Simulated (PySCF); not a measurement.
**How the method moves the proton affinities of hydrogen chloride**

Structure: `Cl` (HCl). Non-hydrogen atoms are numbered in `[ClH:1]`.

All levels share the PBE0-D3(BJ)/def2-SVP structures and the PBE0-D3(BJ)/def2-SVP thermal terms; only the single-point energies (PySCF) change. Values are proton affinities (298 K, kJ/mol).

| level | Cl1 | abs. error | time |
| --- | --- | --- | --- |
| HF/aug-cc-pVTZ | 555 | 4.3 | 0.37 s |
| MP2/aug-cc-pVTZ | 555 | 4.2 | 1.5 s |
| CCSD(T)/aug-cc-pVTZ | 562 | 3.0 | 11 s |
| PBE0-D3(BJ)/def2-TZVP | 566 | 6.8 | – |
| ATcT 1.112 | 559 |  |  |

Times are wall times for all single points of a level on 1 thread of Arm Neoverse V1, a shared host; the dash marks the run that also made the structures.

Hartree-Fock leaves out electron correlation, so its proton affinities can be off by tens of kJ/mol.

The spread: 11 kJ/mol, from 555 to 566.

---

**How the method moves the proton affinities of diphosphine**

Structure: `PP` (H4P2). Atom numbers as in the mapped SMILES `[PH2:1][PH2:2]`.

All levels share the PBE0-D3(BJ)/def2-SVP structures and the PBE0-D3(BJ)/def2-SVP thermal terms; only the single-point energies (PySCF) change. Values are proton affinities (298 K, kJ/mol).

| level | P1 | time |
| --- | --- | --- |
| MP2/ma-def2-TZVP | 828 | 4.4 s |
| CCSD(T)/ma-def2-TZVP | 830 | 51 s |
| ωB97X-D3(BJ)/def2-TZVP | 846 | – |
| HF/ma-def2-TZVP | 859 | 0.94 s |

Times are wall times for all single points of a level on 1 thread of Arm Neoverse V1, a shared host; the dash marks the run that also made the structures.

Hartree-Fock leaves out electron correlation, so its proton affinities can be off by tens of kJ/mol.

The spread: 31 kJ/mol, from 828 to 859.

---

How the method moves the proton affinities of `N=[PH3]` (H4NP)

Non-hydrogen atoms are numbered in `[NH:1]=[PH3:2]`.

All levels share the PBE0-D3(BJ)/def2-SVP structures and the PBE0-D3(BJ)/def2-SVP thermal terms; only the single-point energies (PySCF) change. Values are proton affinities (298 K, kJ/mol).

```jsonl
{"level": "MP2/ma-def2-TZVP", "N1": "942", "time": "2.9 s"}
{"level": "CCSD(T)/ma-def2-TZVP", "N1": "951", "time": "38 s"}
{"level": "M06-2X/def2-TZVP", "N1": "953", "time": "–"}
{"level": "HF/ma-def2-TZVP", "N1": "991", "time": "0.64 s"}
```

Times are wall times for all single points of a level on 1 thread of Arm Neoverse V2, a shared host; the dash marks the run that also made the structures.

Hartree-Fock leaves out electron correlation, so its proton affinities can be off by tens of kJ/mol.

The spread: 49 kJ/mol, from 942 to 991.
